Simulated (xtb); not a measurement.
xtb input:

```bash
xtb mol.xyz --gfn 1 --sp --chrg -1 --uhf 0
```
mol.xyz:
```
5

C     -0.01960273     0.53041536     0.01007793
O      0.02915470    -0.78887498    -0.01498868
H     -1.06290528     1.00482270     0.02799415
H      0.48134512     1.04526317     0.90330047
H      0.46593892     1.07842182    -0.87185278
```

Task: Which total energy does the run end on?

Result: -8.59132 Eh (GFN1-xTB).

It need not be the lowest isomer of its formula. Whether it binds its extra electron was not tested at this geometry.
